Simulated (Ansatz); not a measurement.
This geometry of CH$_{6}$AlF (9 atoms, charge 0, multiplicity 1) is a first-order saddle point.

All numbers below come from RHF/def2-SVP (Ansatz 0.2.0).

```xyz
9
Properties=species:S:1:pos:R:3
Al 0.018 0.222 -0.025
H 0.131 0.034 1.703
C 1.715 -0.017 -0.968
H 1.860 -1.062 -1.261
H 1.744 0.577 -1.887
H 2.576 0.276 -0.360
H -1.402 -0.193 -0.559
F -0.090 1.923 0.819
H 0.021 1.137 1.565
```

(1) Which two structures does it join? (They come from a converged band through this point; their orientation in space is the band's.)

(2) How far does it lie above each of them?

## Answers

(1) Bonds broken: Al1–H2, F8–H9. Bonds formed: H2–H9. CH6AlF becomes CH4AlF + H2.

Image 0:

```xyz
9
Properties=species:S:1:pos:R:3
Al 0.043 -0.098 0.078
H 0.085 -0.607 1.593
C 1.713 -0.049 -0.971
H 1.973 -1.054 -1.324
H 1.629 0.585 -1.859
H 2.565 0.309 -0.384
H -1.368 -0.099 -0.646
F 0.001 1.932 0.816
H -0.067 1.979 1.723
```

Image 10:

```xyz
9
Properties=species:S:1:pos:R:3
Al -0.080 0.619 -0.523
H 0.247 -0.081 2.344
C 1.703 0.019 -1.045
H 1.761 -1.066 -1.164
H 1.991 0.466 -2.003
H 2.461 0.324 -0.317
H -1.406 -0.218 -0.630
F -0.254 2.176 0.029
H 0.151 0.660 2.335
```

(2) 0.46 eV above the first and 1.75 eV above the second. This is the barrier of this one path; another mechanism may lie lower. The orbitals stay closed-shell, which can raise the energy where a bond breaks towards radicals; this wasn't checked here.

The run took 3.5 min on 1 thread of Arm Neoverse N1, with other jobs on the host, peak memory 0.13 GiB.
